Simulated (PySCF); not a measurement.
Compound: C₃H₃FO.
InChI=1S/C3H3FO/c1-2-3(4)5/h2H,1H2

Torsions of this conformer, `[CH2:1]=[CH:2][C:3](=[O:4])[F:5]`: C1–C2–C3–O4 0°.

The closed-shell ground state was solved at several levels (PySCF, density fitting, gas phase, non-relativistic). One conformer (not necessarily the lowest) at the PBE0-D3(BJ)/def2-SVP geometry, without solvent, vibrations or thermal averaging.

```json
{"level": "B3LYP/pcJ-2", "basis functions": "327", "total energy (Eh)": "-291.3124", "HOMO (eV)": "-8.65", "LUMO (eV)": "-2.38", "gap (eV)": "6.27", "dipole (D)": "3.31"}
{"level": "B3LYP/6-31G*", "basis functions": "76", "total energy (Eh)": "-291.1656", "HOMO (eV)": "-8.24", "LUMO (eV)": "-1.82", "gap (eV)": "6.42", "dipole (D)": "3.04"}
{"level": "B3LYP/aug-cc-pVTZ-J", "basis functions": "290", "total energy (Eh)": "-291.3001", "HOMO (eV)": "-8.64", "LUMO (eV)": "-2.39", "gap (eV)": "6.25", "dipole (D)": "3.27"}
{"level": "B3LYP/pcJ-0", "basis functions": "74", "total energy (Eh)": "-290.6011", "HOMO (eV)": "-8.67", "LUMO (eV)": "-2.26", "gap (eV)": "6.41", "dipole (D)": "3.29"}
{"level": "B3LYP/cc-pVTZ", "basis functions": "192", "total energy (Eh)": "-291.2894", "HOMO (eV)": "-8.56", "LUMO (eV)": "-2.24", "gap (eV)": "6.32", "dipole (D)": "3.17"}
{"level": "B3LYP/def2-TZVP", "basis functions": "173", "total energy (Eh)": "-291.3018", "HOMO (eV)": "-8.60", "LUMO (eV)": "-2.32", "gap (eV)": "6.28", "dipole (D)": "3.25"}
```

(1) Estimate the row for BHandHLYP/pcJ-1, a basis of 165 functions; the other rows only guide the guess.

(2) Over all these levels, which gives the widest orbital gap and which the narrowest?

(3) How much does the basis alone move the frontier levels among the 6 B3LYP rows?

(4) How far do the dipole and the HOMO energy spread over the levels?

Results:

(1) Total energy -291.0293 Eh, HOMO -9.86 eV, LUMO -0.95 eV, gap 8.91 eV, dipole 3.48 D.

(2) BHandHLYP/pcJ-1 (global hybrid, 50 % exact exchange) has the widest, 8.91 eV, and B3LYP/aug-cc-pVTZ-J (global hybrid, 20 % exact exchange) the narrowest, 6.25 eV. Functional and basis both differ between the two, so the spread mixes both effects.

(3) The HOMO by 0.43 eV and the LUMO by 0.57 eV. By rising basis size (HOMO, LUMO in eV): pcJ-0 -8.67, -2.26; 6-31G* -8.24, -1.82; def2-TZVP -8.60, -2.32; cc-pVTZ -8.56, -2.24; aug-cc-pVTZ-J -8.64, -2.39; pcJ-2 -8.65, -2.38.

(4) The dipole runs from 3.04 to 3.48 D (mean 3.26 D) and the HOMO from -9.86 to -8.24 eV.
